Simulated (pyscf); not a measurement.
## Routes from Cl–Ge:–Cl [singlet] + NH₃

Candidate steps break at most two bonds and form at most two. Each was searched with GFN2-xTB (tblite) first. Structures and frequencies: ωB97X-D3(BJ)/def2-SVP in PySCF. Energies: ωB97M-D3(BJ)/def2-TZVP, kcal/mol, from the separated reactants, singlet surface; ΔG‡ with ideal gas, 1 atm, RRHO with modes under 100 cm⁻¹ raised to 100, one conformer, R ln 2 for chiral ones without a mode under 150 cm⁻¹.

| products | type | ΔE‡ | ΔE | ΔG‡ 298 K | ΔG‡ 900 K | ν‡ (cm⁻¹) |
|---|---|---|---|---|---|---|
| HCl + H₂N–Ge:–Cl [singlet] | four-centre exchange | 10.7 | +11.2 | – | – | 310i |
| H₂N–GeH(Cl)–Cl | insertion | 43.9 | -12.9 | 51.3 | 70.9 | 1539i |
| HN=Ge(Cl)–Cl + H₂ | concerted two-bond exchange | 88.7 | +52.2 | 93.2 | 112.2 | 1103i |

A dash marks a saddle under its separated products, where this table gives no free-energy barrier. Row 1: On the reactant side the descent ends in an adduct with a Ge–N contact, 24.0 kcal/mol under the separated species and 34.4 kcal/mol under the saddle at ωB97X-D3(BJ)/def2-TZVP. On the product side the descent ends in a complex, 4.0 kcal/mol under the separated species and 1.9 kcal/mol under the saddle at ωB97X-D3(BJ)/def2-TZVP. Row 2: On the reactant side the descent ends in an adduct with a Ge–N contact, 24.0 kcal/mol under the separated species and 65.7 kcal/mol under the saddle at ωB97X-D3(BJ)/def2-TZVP. Row 3: On the reactant side the descent ends in an adduct with a Ge–N contact, 24.2 kcal/mol under the separated species and 112.0 kcal/mol under the saddle at ωB97X-D3(BJ)/def2-TZVP. 

Plain bond fissions and candidates not yet searched are not listed, and one of them may be faster. Each barrier is that of the saddle found; lower ones may exist. A restricted solution here is unstable towards spin polarisation, so biradical character is likely and single-reference numbers are less safe. Elements up to Kr have no core potential and no relativistic terms here.
